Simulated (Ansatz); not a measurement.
Relaxation of C3H5F (9 atoms, charge 0, multiplicity 1), to a largest force component of 0.02 eV/Å in at most 50 steps.

All numbers below come from RKS B3LYP-D4/def2-SVP (Ansatz).

```xyz
9
Properties=species:S:1:pos:R:3:forces:R:3
C -0.574 1.127 -0.604 0.08 -0.01 -0.28
C 0.346 0.206 -0.323 0.53 0.71 -0.47
C 0.226 -0.873 0.685 -1.89 0.74 -0.11
F 0.384 -2.062 0.069 0.62 -1.45 -0.43
H -0.423 1.893 -1.369 0.11 0.01 0.04
H -1.538 1.128 -0.116 -0.51 0.02 0.32
H 1.305 0.254 -0.867 -0.12 -0.17 0.13
H 0.953 -0.727 1.469 0.69 -0.15 0.73
H -0.805 -0.887 1.125 0.49 0.30 0.08
```

Where does it end, and by what steps?

The run converged. After 6 steps the energy has fallen by 0.092 eV; F4 moved furthest, 0.09 Å.

| step | energy less start (eV) | largest force component (eV/Å) | accepted |
| --- | --- | --- | --- |
| 0 | 0.0000 | 1.890 | yes |
| 1 | -0.0735 | 0.594 | yes |
| 2 | -0.0818 | 0.256 | yes |
| 3 | -0.0880 | 0.341 | yes |
| 4 | -0.0882 | 0.122 | yes |
| 5 | -0.0918 | 0.035 | yes |
| 6 | -0.0918 | 0.013 | yes |

```xyz
9
Properties=species:S:1:pos:R:3
C -0.582 1.135 -0.610
C 0.347 0.211 -0.356
C 0.202 -0.869 0.668
F 0.456 -2.110 0.106
H -0.418 1.926 -1.347
H -1.543 1.140 -0.084
H 1.300 0.219 -0.899
H 0.927 -0.722 1.491
H -0.815 -0.873 1.100
```

The run took 20 s on 1 CPU thread of a shared host.
